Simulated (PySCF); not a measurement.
# Na2: the SCF solver's settings

Do solver options change the result for Na2, or only the number of cycles?

Program: PySCF 2.14.0. Level of theory: method and basis as typed in the scripts. These are calculated values, not measurements.

## (1) Starting geometry

Na2: 2 atoms, charge 0, spin multiplicity 1.

Bond lengths: Na1–Na2 3.308 Å.

## (2) The run that the others are compared with

input.py reads:

```python
from pyscf import gto, scf, mcscf, mrpt

mol = gto.M(
    atom='Na 0 0 0; Na 0 0 3.308',
    basis='6-31+g*',
    charge=0,
    spin=0,
    verbose=4,
)
mf = scf.RHF(mol)
mf.kernel()
mc = mcscf.CASSCF(mf, 6, 6)
mc.kernel()
mc.analyze()
mrpt.NEVPT(mc).kernel()
mf.dip_moment()
print('orbital energies (hartree):', mf.mo_energy[..., max(0, mol.nelec[1]-3):mol.nelec[0]+3].round(4))
```

Command:

```sh
$ OMP_NUM_THREADS=1 python input.py
```

The log of this run is left out.

It gives: E(SCF) = -323.681562 Eh, 6 cycles, E(CAS) − E(SCF) = -0.02099 Eh, NEVPT2 = -0.00681 Eh, μ = 0.00 D (of the SCF density).

The bond length is a typed value, not an optimised one.

## (3) Cycle limit 200

Edit 1 changes cycle limit: 50 → 200.

input.py reads:

```python
from pyscf import gto, scf, mcscf, mrpt

mol = gto.M(
    atom='Na 0 0 0; Na 0 0 3.308',
    basis='6-31+g*',
    charge=0,
    spin=0,
    verbose=4,
)
mf = scf.RHF(mol)
mf.max_cycle = 200
mf.kernel()
mc = mcscf.CASSCF(mf, 6, 6)
mc.kernel()
mc.analyze()
mrpt.NEVPT(mc).kernel()
mf.dip_moment()
print('orbital energies (hartree):', mf.mo_energy[..., max(0, mol.nelec[1]-3):mol.nelec[0]+3].round(4))
```

Command:

```sh
$ OMP_NUM_THREADS=1 python input.py
```

## (4) Damping 0.5

Edit 2 changes damping: none → 0.5.

Changes to input.py since step 2:

```diff
@@ -10,2 +10,4 @@
 mf = scf.RHF(mol)
+mf.damp = 0.5
+mf.diis_start_cycle = 8
 mf.kernel()
```

## (5) Cycle limit 8

Edit 3 changes cycle limit: 50 → 8.

Changes to input.py since step 2:

```diff
@@ -10,2 +10,3 @@
 mf = scf.RHF(mol)
+mf.max_cycle = 8
 mf.kernel()
```

## (6) Second-order solver on

Edit 4 changes second-order solver: off → on.

Changes to input.py since step 2:

```diff
@@ -10,2 +10,3 @@
 mf = scf.RHF(mol)
+mf = mf.newton()
 mf.kernel()
```

What does the calculation give? Wanted: for each run, E(SCF); from base; gap; after the SCF.

The runs gave:

```tsv
run	E(SCF) (hartree)	from base (eV)	cycles	gap (eV)	after the SCF
base	-323.681562	0	6	4.38	NEVPT2 correlation -0.757 eV (from the SCF energy, the CASSCF gain included)
cycle limit 200	-323.681562	0.0000	6	4.38	NEVPT2 correlation -0.757 eV (from the SCF energy, the CASSCF gain included)
damping 0.5	-323.681562	0.0000	12	4.38	NEVPT2 correlation -0.757 eV (from the SCF energy, the CASSCF gain included)
cycle limit 8	-323.681562	0.0000	6	4.38	NEVPT2 correlation -0.757 eV (from the SCF energy, the CASSCF gain included)
second-order solver on	-323.681562	0.0000	2 macro	4.38	NEVPT2 correlation -0.757 eV (from the SCF energy, the CASSCF gain included)
```

Distance from each run's final energy (log10 hartree) by cycle:

```tsv
run	cycle 1	cycle 2	cycle 3	cycle 5	cycle 8	cycle 12
base	-3.2	-4.0	-5.5	-9.2	done	done
cycle limit 200	-3.2	-4.0	-5.5	-9.2	done	done
damping 0.5	-3.2	-3.5	-3.8	-4.4	-5.8	< -11
cycle limit 8	-3.2	-4.0	-5.5	-9.2	done	done
```

**Reading.** The SCF energy stays the same, to the digits that matter, with cycle limit 200 or damping 0.5 or cycle limit 8 or second-order solver on. The base needs 6 cycles and the run with damping 0.5 needs 12.
